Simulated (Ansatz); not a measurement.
A made-up structure of MgBH₂, doublet:

| atom | x (Å) | y (Å) | z (Å) |
| --- | --- | --- | --- |
| B1 | -0.3488 | 0.7793 | -0.4623 |
| Mg2 | 0.4408 | -0.9821 | 0.5840 |
| H3 | 1.0580 | -2.3643 | 1.4006 |
| H4 | -0.7628 | 1.7019 | -1.0100 |

It is relaxed with PBE-D4/def2-SVP and then PBE0-D4/def2-TZVP (Ansatz 0.2.0). Atoms count as bonded within 1.22 times the sum of their covalent radii (H–H: 0.88 Å). The end point is not checked to be a true minimum.

Does its bonding change? (A judgement: the text doesn't fix the answer.)

The calculation gives: No: no bond forms or breaks.

Where it ends: The first stage lowers the energy by 0.06 eV in 4 steps. It ends as MgBH₂ ([BH][MgH]):
```xyz
4
angstrom
B -0.3434 0.7668 -0.4549
Mg 0.4458 -0.9956 0.5902
H 1.0578 -2.3621 1.4006
H -0.7729 1.7259 -1.0236
```

Labels in which every atom is bracketed show which atoms are joined, not bond orders.

For scale, one of the runs: PBE0-D4/def2-TZVP relaxation, 75 basis functions, launched by `ansatz run in.yaml --threads 2 --pin off --events-out ev --progress --plain --max-ram 4352MiB`. The run took about 41 s on 2 CPU threads of an Arm Neoverse V2 (shared host).
